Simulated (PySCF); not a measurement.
# C₅H₇F: NMR shifts at several levels of theory, part 2 of 2

PySCF 2.14.0. Atoms count from 0. The steps go on from the part before.

## Step 8: NMR shieldings: wB97X-D/pcSseg-1

What the job is given:

```
{"job": {"kind": "nmr", "xc": "wB97X-D", "basis": "pcSseg-1", "pop": false}, "charge": 0, "multiplicity": 1}
F     -1.088471     0.822720    -1.581250
C     -1.245944     0.433587    -0.285462
C     -0.653721    -0.830817     0.204379
C      0.671328    -1.087472    -0.504693
C      1.196381     0.286883    -0.018962
C     -0.131646     0.545777     0.682458
H     -2.243142     0.682799     0.089871
H     -1.243099    -1.579709     0.740182
H      0.597385    -1.229027    -1.593501
H      1.229075    -1.929084    -0.072986
H      2.031126     0.188003     0.688154
H      1.471339     1.016996    -0.795344
H     -0.255773     1.044497     1.648026
```

Method: GIAO wB97X-D/pcSseg-1 NMR shielding, non-relativistic, gas phase.

Output:

```text
coarse grid: 10856 points
cycle   1  E = -294.3037407923  dE =  1.213e+00  |g| = 4.820e-01  |ddm| = 3.150e+00
cycle   2  E = -294.3086037037  dE = -4.863e-03  |g| = 5.253e-01  |ddm| = 6.488e-01
cycle   3  E = -294.3475019793  dE = -3.890e-02  |g| = 3.913e-02  |ddm| = 3.213e-01
cycle   4  E = -294.3477681311  dE = -2.662e-04  |g| = 1.856e-02  |ddm| = 4.149e-02
cycle   5  E = -294.3478439785  dE = -7.585e-05  |g| = 4.783e-03  |ddm| = 1.924e-02
cycle   6  E = -294.3478497553  dE = -5.777e-06  |g| = 5.191e-04  |ddm| = 4.884e-03
final grid: 105248 points
cycle   7  E = -294.3929496974  dE = -2.015e-04  |g| = 7.100e-03  |ddm| = 5.509e-02
cycle   8  E = -294.3929512053  dE = -1.508e-06  |g| = 7.520e-03  |ddm| = 1.286e-02
cycle   9  E = -294.3929594927  dE = -8.287e-06  |g| = 6.063e-04  |ddm| = 4.424e-03
cycle  10  E = -294.3929595876  dE = -9.486e-08  |g| = 2.693e-04  |ddm| = 1.297e-03
cycle  11  E = -294.3929596045  dE = -1.694e-08  |g| = 5.941e-05  |ddm| = 3.277e-04
cycle  12  E = -294.3929596058  dE = -1.313e-09  |g| = 1.342e-05  |ddm| = 1.247e-04
cycle  13  E = -294.3929596059  dE = -9.823e-11  |g| = 4.900e-06  |ddm| = 4.649e-05
converged SCF energy = -294.3929596059

GIAO shielding tensors (ppm)
atom      isotropic    diamagn.    paramagn.     s11        s22        s33       span
  0 F      436.247     473.199     -36.952    417.529    419.033    472.179     54.649
  1 C      108.204     244.407    -136.203     52.441     82.998    189.173    136.732
  2 C      163.327     253.492     -90.165    140.425    146.350    203.207     62.781
  3 C      166.509     246.543     -80.034    154.241    165.846    179.439     25.198
  4 C      166.375     245.799     -79.424    153.713    166.219    179.193     25.480
  5 C      163.442     251.904     -88.462    140.296    146.370    203.659     63.364
  6 H       27.066      29.702      -2.636     21.874     26.824     32.500     10.626
  7 H       29.870      31.248      -1.378     24.130     26.690     38.792     14.662
  8 H       29.576      28.407       1.170     25.123     27.286     36.320     11.198
  9 H       29.341      29.246       0.094     25.784     26.804     35.434      9.650
 10 H       29.312      29.233       0.078     25.780     26.804     35.352      9.571
 11 H       29.588      28.452       1.136     25.159     27.196     36.410     11.251
 12 H       29.886      31.113      -1.227     24.099     26.723     38.836     14.736
```

It took 12 s on 1 thread of Arm Neoverse V2, shared host; peak memory 0.71 GiB.

Key values: δ C1 76.3, C2 21.2, C3 18.1, F0 -249.1, H6 4.31, H9 2.05 ppm (means over like atoms).

## Step 9: NMR shieldings: LC-wPBE/pcSseg-1

Settings changed since step 8:

```diff
@@ -1,2 +1,2 @@
-{"job": {"kind": "nmr", "xc": "wB97X-D", "basis": "pcSseg-1", "pop": false}, "charge": 0, "multiplicity": 1}
+{"job": {"kind": "nmr", "xc": "LC-wPBE", "basis": "pcSseg-1", "pop": false}, "charge": 0, "multiplicity": 1}
 F     -1.088471     0.822720    -1.581250
```

Level: GIAO LC-wPBE/pcSseg-1 NMR shielding, non-relativistic, gas phase.

Output:

```text
coarse grid: 10856 points
cycle   1  E = -294.2088359496  dE =  1.367e+00  |g| = 5.086e-01  |ddm| = 3.128e+00
cycle   2  E = -294.2231244273  dE = -1.429e-02  |g| = 5.229e-01  |ddm| = 6.214e-01
cycle   3  E = -294.2607786024  dE = -3.765e-02  |g| = 4.404e-02  |ddm| = 3.077e-01
cycle   4  E = -294.2612244711  dE = -4.459e-04  |g| = 1.616e-02  |ddm| = 4.926e-02
cycle   5  E = -294.2612834535  dE = -5.898e-05  |g| = 5.035e-03  |ddm| = 1.954e-02
cycle   6  E = -294.2612898728  dE = -6.419e-06  |g| = 7.118e-04  |ddm| = 5.153e-03
final grid: 105248 points
cycle   7  E = -294.3170296503  dE = -5.517e-05  |g| = 9.667e-03  |ddm| = 3.732e-02
cycle   8  E = -294.3170269080  dE =  2.742e-06  |g| = 1.063e-02  |ddm| = 1.349e-02
cycle   9  E = -294.3170440057  dE = -1.710e-05  |g| = 4.643e-04  |ddm| = 5.520e-03
cycle  10  E = -294.3170440716  dE = -6.585e-08  |g| = 2.599e-04  |ddm| = 6.239e-04
cycle  11  E = -294.3170440874  dE = -1.580e-08  |g| = 2.497e-05  |ddm| = 2.886e-04
cycle  12  E = -294.3170440878  dE = -3.805e-10  |g| = 1.084e-05  |ddm| = 7.596e-05
converged SCF energy = -294.3170440878

GIAO shielding tensors (ppm)
atom      isotropic    diamagn.    paramagn.     s11        s22        s33       span
  0 F      441.236     472.817     -31.581    421.452    424.781    477.474     56.022
  1 C      111.781     244.364    -132.583     56.593     86.803    191.946    135.353
  2 C      168.009     253.021     -85.012    145.508    152.523    205.995     60.487
  3 C      172.310     246.102     -73.792    160.584    171.398    184.949     24.365
  4 C      172.193     245.315     -73.122    160.087    171.764    184.728     24.642
  5 C      168.130     251.323     -83.193    145.403    152.534    206.452     61.049
  6 H       27.003      29.740      -2.737     21.769     26.624     32.615     10.846
  7 H       29.812      31.245      -1.433     23.922     26.517     38.997     15.075
  8 H       29.570      28.272       1.298     24.962     27.190     36.559     11.597
  9 H       29.333      29.199       0.134     25.575     26.612     35.813     10.238
 10 H       29.307      29.166       0.142     25.574     26.614     35.734     10.160
 11 H       29.583      28.300       1.282     25.000     27.099     36.650     11.650
 12 H       29.829      31.072      -1.243     23.893     26.551     39.043     15.149
```

Wall time 17 s (1 thread of Arm Neoverse V2, shared host); peak memory 0.67 GiB.

In short: δ C1 76.8, C2 20.5, C3 16.3, F0 -235.4, H6 4.32, H9 2.01 ppm (means over like atoms).

## Step 10: NMR shieldings: PBE0/STO-3G

Settings changed since step 9:

```diff
@@ -1,2 +1,2 @@
-{"job": {"kind": "nmr", "xc": "LC-wPBE", "basis": "pcSseg-1", "pop": false}, "charge": 0, "multiplicity": 1}
+{"job": {"kind": "nmr", "xc": "PBE0", "basis": "STO-3G", "pop": true}, "charge": 0, "multiplicity": 1}
 F     -1.088471     0.822720    -1.581250
```

Level: GIAO PBE0/STO-3G NMR shielding, non-relativistic, gas phase.

Output:

```text
coarse grid: 10856 points
cycle   1  E = -290.4176954212  dE =  1.028e+00  |g| = 3.548e-01  |ddm| = 4.638e+00
cycle   2  E = -290.4298659622  dE = -1.217e-02  |g| = 3.488e-01  |ddm| = 1.017e+00
cycle   3  E = -290.4666511213  dE = -3.679e-02  |g| = 2.317e-02  |ddm| = 4.740e-01
cycle   4  E = -290.4668256673  dE = -1.745e-04  |g| = 7.184e-03  |ddm| = 4.532e-02
cycle   5  E = -290.4668426495  dE = -1.698e-05  |g| = 1.488e-03  |ddm| = 1.213e-02
cycle   6  E = -290.4668433884  dE = -7.389e-07  |g| = 1.904e-04  |ddm| = 2.447e-03
final grid: 105248 points
cycle   7  E = -290.4382872376  dE = -7.311e-06  |g| = 3.757e-03  |ddm| = 1.294e-02
cycle   8  E = -290.4382885766  dE = -1.339e-06  |g| = 3.179e-03  |ddm| = 9.664e-03
cycle   9  E = -290.4382918393  dE = -3.263e-06  |g| = 1.523e-04  |ddm| = 4.479e-03
cycle  10  E = -290.4382918470  dE = -7.710e-09  |g| = 2.782e-05  |ddm| = 2.506e-04
cycle  11  E = -290.4382918472  dE = -2.362e-10  |g| = 6.615e-06  |ddm| = 4.497e-05
converged SCF energy = -290.4382918472

GIAO shielding tensors (ppm)
atom      isotropic    diamagn.    paramagn.     s11        s22        s33       span
  0 F      452.484     454.680      -2.196    404.690    471.596    481.166     76.476
  1 C      178.175     255.037     -76.862    139.431    161.712    233.381     93.950
  2 C      211.499     254.705     -43.206    190.469    197.518    246.511     56.041
  3 C      206.596     247.628     -41.032    196.608    203.066    220.114     23.506
  4 C      206.558     247.408     -40.850    196.449    203.176    220.050     23.601
  5 C      211.661     253.560     -41.899    190.863    197.315    246.803     55.940
  6 H       30.361      30.461      -0.100     24.813     28.116     38.155     13.342
  7 H       31.665      31.277       0.387     25.437     27.952     41.605     16.168
  8 H       31.349      30.628       0.721     26.132     28.498     39.415     13.283
  9 H       31.089      30.482       0.607     26.723     27.271     39.273     12.550
 10 H       31.065      30.652       0.414     26.715     27.267     39.213     12.498
 11 H       31.358      30.787       0.571     26.175     28.413     39.485     13.309
 12 H       31.676      31.347       0.329     25.412     27.972     41.642     16.231
```

It took 2.5 s on 1 thread of Arm Neoverse V2, shared host; peak memory 0.37 GiB.

Key values: δ C1 56.5, C3 28.1, C2 23.1, F0 -148.1, H6 2.24, H9 1.53 ppm (means over like atoms).

## Step 11: NMR shieldings: PBE0/6-31G

Settings changed since step 10:

```diff
@@ -1,2 +1,2 @@
-{"job": {"kind": "nmr", "xc": "PBE0", "basis": "STO-3G", "pop": true}, "charge": 0, "multiplicity": 1}
+{"job": {"kind": "nmr", "xc": "PBE0", "basis": "6-31G", "pop": true}, "charge": 0, "multiplicity": 1}
 F     -1.088471     0.822720    -1.581250
```

Method: GIAO PBE0/6-31G NMR shielding, non-relativistic, gas phase.

Output:

```text
coarse grid: 10856 points
cycle   1  E = -294.0985979711  dE =  1.023e+00  |g| = 4.784e-01  |ddm| = 3.415e+00
cycle   2  E = -294.0738628683  dE =  2.474e-02  |g| = 6.393e-01  |ddm| = 1.135e+00
cycle   3  E = -294.1460349948  dE = -7.217e-02  |g| = 4.454e-02  |ddm| = 6.355e-01
cycle   4  E = -294.1463763019  dE = -3.413e-04  |g| = 2.408e-02  |ddm| = 8.193e-02
cycle   5  E = -294.1465175594  dE = -1.413e-04  |g| = 2.680e-03  |ddm| = 3.501e-02
cycle   6  E = -294.1465191536  dE = -1.594e-06  |g| = 1.121e-03  |ddm| = 4.716e-03
final grid: 105248 points
cycle   7  E = -294.1099915430  dE = -1.696e-05  |g| = 7.827e-03  |ddm| = 1.999e-02
cycle   8  E = -294.1099821874  dE =  9.356e-06  |g| = 1.049e-02  |ddm| = 2.097e-02
cycle   9  E = -294.1100061387  dE = -2.395e-05  |g| = 8.040e-04  |ddm| = 1.224e-02
cycle  10  E = -294.1100062640  dE = -1.253e-07  |g| = 1.030e-04  |ddm| = 8.990e-04
cycle  11  E = -294.1100062661  dE = -2.133e-09  |g| = 3.050e-05  |ddm| = 1.638e-04
cycle  12  E = -294.1100062663  dE = -2.178e-10  |g| = 9.909e-06  |ddm| = 4.379e-05
converged SCF energy = -294.1100062663

GIAO shielding tensors (ppm)
atom      isotropic    diamagn.    paramagn.     s11        s22        s33       span
  0 F      439.489     471.705     -32.216    418.217    428.794    471.456     53.238
  1 C      128.222     246.595    -118.373     78.691    104.672    201.302    122.611
  2 C      176.305     253.861     -77.556    153.534    163.118    212.262     58.728
  3 C      179.903     245.085     -65.182    167.457    178.069    194.184     26.727
  4 C      179.789     244.267     -64.478    167.005    178.476    193.886     26.881
  5 C      176.422     251.493     -75.071    153.654    162.912    212.701     59.047
  6 H       28.436      29.754      -1.318     23.096     28.016     34.197     11.102
  7 H       30.927      30.484       0.442     25.639     27.487     39.653     14.014
  8 H       30.475      28.424       2.050     25.908     27.875     37.640     11.733
  9 H       30.436      29.802       0.634     26.601     28.008     36.701     10.100
 10 H       30.403      29.657       0.746     26.590     28.001     36.619     10.029
 11 H       30.497      28.303       2.194     25.972     27.792     37.728     11.756
 12 H       30.939      30.100       0.839     25.609     27.513     39.696     14.086
```

Wall time 5 s (1 thread of Arm Neoverse V2, shared host); peak memory 0.47 GiB.

In short: δ C1 71.3, C2 23.2, C3 19.7, F0 -262.1, H6 4.18, H9 2.19 ppm (means over like atoms).

## Step 12: Side by side: NMR shifts

Shifts (ppm) of some atoms, chosen among heavy atoms and hydrogens apart, means over like atoms, with basis size and wall time:

```csv
run,C1,C2,C3,H6,H8,H7,F0,functions,time
PBE0/pcSseg-1,75.9,21.3,18.6,4.34,1.83,1.51,-256.9,137,9.5 s
mPW1PW91/pcSseg-1,75.9,21.4,18.8,4.33,1.83,1.51,-255.9,137,9.5 s
WP04/pcSseg-1,79.4,24.2,22.3,4.23,1.84,1.56,-244.1,137,9.6 s
B97-2/pcSseg-1,75.2,21.3,19.3,4.33,1.84,1.51,-253.8,137,9.3 s
BHandHLYP/pcSseg-1,73.4,20.0,18.3,4.24,1.83,1.50,-239.5,137,9.3 s
CAM-B3LYP/pcSseg-1,77.2,21.3,18.1,4.33,1.83,1.53,-248.3,137,13 s
wB97X-D/pcSseg-1,76.3,21.2,18.1,4.31,1.80,1.50,-249.1,137,12 s
LC-wPBE/pcSseg-1,76.8,20.5,16.3,4.32,1.75,1.51,-235.4,137,17 s
PBE0/STO-3G,56.5,23.1,28.1,2.24,1.25,0.93,-148.1,37,2.5 s
PBE0/6-31G,71.3,23.2,19.7,4.18,2.13,1.68,-262.1,68,5 s
```

## Step 13: Outcome

This closing draws on all 2 parts.

```
                                                               quantity                                             value
13C shifts against TMS (PBE0/pcSseg-1, means over atoms taken as alike)                              75.9, 21.3, 18.6 ppm
 1H shifts against TMS (PBE0/pcSseg-1, means over atoms taken as alike)                        4.34, 2.11, 1.83, 1.51 ppm
                               19F shifts against CFCl3 (PBE0/pcSseg-1)                                        -256.9 ppm
                                               range of the shift of F0                              -262.1 to -148.1 ppm
                                          property runs in this session  10, of which 0 failed and 1 gave unsound results
```

**Reading.** Single values in the summary come from the first run of each kind that ended normally (PBE0/pcSseg-1), which need not be the best level. C1 (three-membered-ring carbon bearing a halogen) lies farthest downfield among carbon, at 75.9 ppm; deshielded by the electronegative neighbour. H6 (hydrogen on a three-membered-ring carbon bearing a halogen) lies farthest downfield among hydrogen, at 4.34 ppm; its carbon carries F, an electronegative neighbour. At PBE0/pcSseg-1: The widest tensor belongs to C1: span 138 ppm, with a paramagnetic part of -136 ppm. Across the 10 runs the shift of F0 moves most, between -262.1 (PBE0/6-31G) and -148.1 ppm (PBE0/STO-3G). A minimal basis is unusable for shieldings, so that end is no result. Most of that comes from the computed reference, not from the atom's own shielding.
